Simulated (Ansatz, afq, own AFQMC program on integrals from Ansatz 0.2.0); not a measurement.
Two steps: Ansatz 0.2.0 writes the Fock matrix and Cholesky factors of the valence space, and afq projects on them the lowest state that overlaps trial and start.

```yaml
crystal:
  periodic: [false, false, false]
  atoms:
    - {symbol: B, position_ang: [0.000000, 0.000000, 0.000000]}
    - {symbol: H, position_ang: [1.835819, 0.022041, 0.004882]}
    - {symbol: H, position_ang: [-0.936990, 1.578848, -0.005386]}
    - {symbol: H, position_ang: [-0.898829, -1.600889, 0.000503]}
basis:
  gaussian: {orbitals: aug-cc-pVDZ}
total_charge: -1
magnetization: {spin_polarized: false, initial_magnetization: 1}
correlation: {method: ccsd_t, electrons: outside_noble_gas, hamiltonian_folder: ham}
```

```sh
$ ansatz run in.yaml --threads 1 --pin off --events-out ev --progress --plain --max-ram 1382MiB
```

Options of the walk:

```
--method phaseless --trial cisd --walkers 60 --populations 1 --least-time 40 --time-step 0.005 --steps-per-block 50 --equilibration-blocks 40 --max-blocks 300 --target-error 0.00064 --factor-cut 1e-05 --start spin_pure --seed 2886 --release-times 0.24,0.51,0.99,1.62,2.4 --release-step 0.03 --release-every 4 --taylor-order 6
```

Times are imaginary, in 1/Eh. The walk had a cap of 2033 s.

```
orbitals 49  electrons 4 3  factors 376 of 482
reference energy -26.15222596 Eh
CCSD correlation -0.17016238 Eh in 12 cycles, weight of the determinant in the CISD state 0.8447
energy of the start -26.322388 Eh
 block  time / (1/Eh)  mean weight  energy / Eh
     1     0.250  0.9990  -26.320601
     2     0.500  0.9997  -26.320788
     3     0.750  1.0013  -26.321965
     4     1.000  0.9988  -26.323716
     5     1.250  0.9999  -26.324846
     8     2.000  1.0002  -26.323413
    11     2.750  0.9987  -26.328375
    26     6.500  1.0002  -26.341896
    41    10.250  0.9996  -26.327542
    56    14.000  0.9993  -26.331033
    71    17.750  0.9984  -26.331462
    86    21.500  1.0010  -26.331332
   101    25.250  1.0012  -26.340004
   116    29.000  1.0003  -26.330937
   131    32.750  0.9984  -26.329800
   146    36.500  1.0013  -26.327707
   161    40.250  0.9999  -26.330550
   176    44.000  0.9991  -26.327720
   186    46.500  1.0018  -26.324440
   191    47.750  0.9999  -26.328901
   196    49.000  0.9996  -26.332323
blocks merged  error / Eh  count
     1  0.000289  160
     2  0.000357  80
     4  0.000429  40
     8  0.000469  20
    16  0.000423  10
released: time / (1/Eh)  energy / Eh  error  mean overlap
  0.24  -26.330371  0.000540  1.0052
  0.51  -26.331094  0.000514  0.9940
  0.99  -26.331695  0.000513  0.9842
  1.62  -26.331771  0.000443  0.9615
  2.40  -26.332492  0.000587  0.9468
energy -26.330648 +/- 0.000469 Eh
(rows thinned)
```

Task: Estimate how long the walk took on 1 thread of Intel(R) Xeon(R) Platinum 8223CL CPU @ 3.00GHz (Skylake/Cascade Lake) (shared host).

Result: 7.9 min of wall time.

The run passed its tests (sampling time, drift between the halves within three errors, error under three times the target), which doesn't prove that it has relaxed.

Against this walk (error 12.8 meV) on the same determinant: CCSD(T) 21.2 meV higher (within the noise), CCSDT(Q) 37.5 meV lower. The error is statistical and leaves out the bias of the constraint. The released energies are still falling (meV from the phaseless value at times in 1/Eh: 8 ± 15 at 0.24, -12 ± 14 at 0.51, -29 ± 14 at 0.99, -31 ± 12 at 1.62, -50 ± 16 at 2.40), so they give no level.

Cautions: constraint bias not in the error; higher spins were not checked; a spin-contaminated unrestricted determinant lies lower (UHF 293 meV lower, ⟨S²⟩ 0.98); the search met a lower determinant of the same kind, perhaps of another symmetry (8 meV lower), and this one is a saddle point.

CCSDT and higher add their correlation energy to the determinant of the CCSD(T) run, since their own runs factorise the integrals more tightly (a shift of under 2 meV). A walk keeps the symmetry of its determinant, which the program's search chose and which needn't be the lowest solution, so a lower state of the same spin and another symmetry isn't excluded.
